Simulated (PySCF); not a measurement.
# TDDFT beside published excitation energies

Published values to compare with (the computed states carry no symmetry labels, so the two lists aren't matched line by line):

| state | E (eV) | f | kind of transition | source |
| --- | --- | --- | --- | --- |
| 3B1g(n→π*) | 2.51 |  | vertical absorption | [1] |
| 3B1g(n→π*) | 2.58 |  | vertical absorption | [2] |
| 3Au(n→π*) | 2.62 |  | vertical absorption | [1] |
| 3Au(n→π*) | 2.72 |  | vertical absorption | [2] |
| 1B1g(n→π*) | 2.75 |  | vertical absorption | [1] |
| 1B1g(n→π*) | 2.82 |  | vertical absorption | [2] |
| 1Au(n→π*) | 2.85 |  | vertical absorption | [1] |
| 1Au(n→π*) | 2.96 |  | vertical absorption | [2] |
| 3B1u(π→π*) | 2.96 |  | vertical absorption | [1] |
| 3B1u(π→π*) | 3.12 |  | vertical absorption | [2] |
| 3B3g(π→π*) | 3.41 |  | vertical absorption | [1] |
| 3B3g(π→π*) | 3.46 |  | vertical absorption | [2] |
| 1B3g(π→π*) | 4.59 |  | vertical absorption | [1] |
| 1B1u(π→π*) | 5.62 |  | vertical absorption | [1] |
| 1B3u(partial double) | 5.66 |  | vertical absorption | [3] |
| 1B2g(partial double) | 5.76 |  | vertical absorption | [3] |
| 1B3u(n→π*) | 5.83 |  | vertical absorption | [1] |
| 1B2g(n→π*) | 5.95 |  | vertical absorption | [2] |
| 1Au(partial double) | 6.08 |  | vertical absorption | [3] |
| 1B2g(n→π*) | 7.22 |  | vertical absorption | [2] |
| 1B3g(π→π*) | 7.28 |  | vertical absorption | [1] |
| 1B1u(π→π*) | 7.82 |  | vertical absorption | [1] |

[1] computed, CC3/TZVP, gas; arXiv:2401.06101 (2024), CC3 reference column of Thiel's set
[2] computed, theoretical best estimate (aug-cc-pVTZ, frozen core, CC3 geometry), gas; Veril, Scemama, Caffarel, Lipparini, Boggio-Pasqua, Jacquemin, Loos, WIREs Comput. Mol. Sci. 2021, 11, e1517 (QUESTDB)
[3] computed, theoretical best estimate (aug-cc-pVTZ), gas; Kossoski, Boggio-Pasqua, Loos, Jacquemin, double excitations: improvement and extension (2024), arXiv:2403.19597

Benzoquinone, C6H4O2.
SMILES: `O=C1C=CC(=O)C=C1`

Method used: PySCF, TDDFT CAM-B3LYP/aug-cc-pVTZ, vertical, gas phase, core orbitals frozen in the response. Isolated species at its PBE0-D3(BJ)/def2-TZVP geometry, gas phase.

Computed singlets: 2.90 eV (f 0.000); 3.15 eV (f 0.000); 4.27 eV (f 0.000); 5.35 eV (f 0.438); 6.13 eV (f 0.002); 6.38 eV (f 0.000); 6.50 eV (f 0.000); 6.88 eV (f 0.000); 7.15 eV (f 0.000); 7.18 eV (f 0.000). Computed triplets (Tamm–Dancoff): 2.43, 2.66, 2.97, 3.15 eV.

**Question.** How does the lowest computed singlet compare with the best estimate listed for the lowest singlet (vertical absorption)?

**Answer.** 2.90 eV against 2.82 eV for 1B1g(n→π*) [2]: a difference of +0.08 eV. Geometry and basis of the two calculations needn't be the same.

**Question.** How does the lowest computed triplet compare with the best estimate listed for the lowest triplet (vertical absorption)?

**Answer.** 2.43 eV against 2.58 eV for 3B1g(n→π*) [2]: a difference of -0.15 eV. Geometry and basis of the two calculations needn't be the same.

Note on [3]: supersedes the 2021 QUESTDB value where one exists.

States of double-excitation character are out of reach of adiabatic linear-response TDDFT and have no counterpart, or a poor one, in the computed list.
